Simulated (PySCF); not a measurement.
**ammonium and carbon monoxide**

The system is a cluster of ammonium and carbon monoxide, charge +1, singlet.

Parts: 1 = ammonium ([NH4+]), atoms 1–5, charge +1; 2 = carbon monoxide ([C-]#[O+]), atoms 6–7.

```xyz
7

N    -0.093   -0.012    0.025
H    -0.925   -0.599   -0.061
H    -0.283    0.903   -0.387
H     0.134    0.105    1.015
H     0.709   -0.463   -0.471
C     2.246   -1.331   -1.428
O     3.100   -1.817   -1.956
```
Atom numbers follow the order of the file, from 1.

In these coordinates H5···C6 is 2.008 Å. Part 2 is then moved rigidly along that line, all else held; at short range other atoms may come into contact.

The starting structure comes from a short search with a few starts; no frequency run checks that it is a minimum, and another way of binding may lie lower.

Level of theory: CCSD(T)/aug-cc-pVDZ and MP2/aug-cc-pVTZ, aug-cc-pVQZ counterpoise interaction energy, frozen core, gas phase, in PySCF. The geometry comes from PBE0-D3(BJ)/def2-TZVPD.

Counterpoise energies in kJ/mol, cluster less the parts frozen as they stand in it; small is aug-cc-pVDZ, large aug-cc-pVQZ. Estimated limit: HF in aug-cc-pVQZ, MP2 correlation extrapolated as X⁻³ from aug-cc-pVTZ and aug-cc-pVQZ, and CCSD(T) less MP2 in aug-cc-pVDZ; it isn't the exact limit.

```json
{"H5···C6 (Å)": "1.807", "HF large": "-5.9", "MP2 large": "-33.7", "SCS-MP2 large": "-29.5", "CCSD(T) small": "-25.5", "CCSD(T) limit est.": "-29.4"}
{"H5···C6 (Å)": "1.908", "HF large": "-12.9", "MP2 large": "-37.4", "SCS-MP2 large": "-33.8", "CCSD(T) small": "-30.3", "CCSD(T) limit est.": "-33.5"}
{"H5···C6 (Å)": "2.008", "HF large": "-17.1", "MP2 large": "-38.8", "SCS-MP2 large": "-35.7", "CCSD(T) small": "-32.5", "CCSD(T) limit est.": "-35.1"}
{"H5···C6 (Å)": "2.108", "HF large": "?", "MP2 large": "?", "SCS-MP2 large": "?", "CCSD(T) small": "?", "CCSD(T) limit est.": "?"}
{"H5···C6 (Å)": "2.209", "HF large": "?", "MP2 large": "?", "SCS-MP2 large": "?", "CCSD(T) small": "?", "CCSD(T) limit est.": "?"}
{"H5···C6 (Å)": "2.510", "HF large": "-18.4", "MP2 large": "-31.1", "SCS-MP2 large": "-29.6", "CCSD(T) small": "-28.1", "CCSD(T) limit est.": "-28.5"}
{"H5···C6 (Å)": "3.012", "HF large": "-12.4", "MP2 large": "-20.8", "SCS-MP2 large": "-20.0", "CCSD(T) small": "-19.0", "CCSD(T) limit est.": "-18.7"}
{"H5···C6 (Å)": "4.016", "HF large": "-5.1", "MP2 large": "-10.0", "SCS-MP2 large": "-9.6", "CCSD(T) small": "-9.0", "CCSD(T) limit est.": "-8.5"}
```

Question: Fill in the withheld rows.

Answer: 
| H5···C6 (Å) | HF large | MP2 large | SCS-MP2 large | CCSD(T) small | CCSD(T) limit est. |
| --- | --- | --- | --- | --- | --- |
| 2.108 | -19.3 | -38.5 | -35.9 | -33.1 | -35.2 |
| 2.209 | -20.1 | -37.3 | -35.1 | -32.7 | -34.2 |

The 8 runs took 21 min in all, one thread each of Arm Neoverse N1 on a shared host, launched as `OMP_NUM_THREADS=1 python cluster_run.py task.json out`.
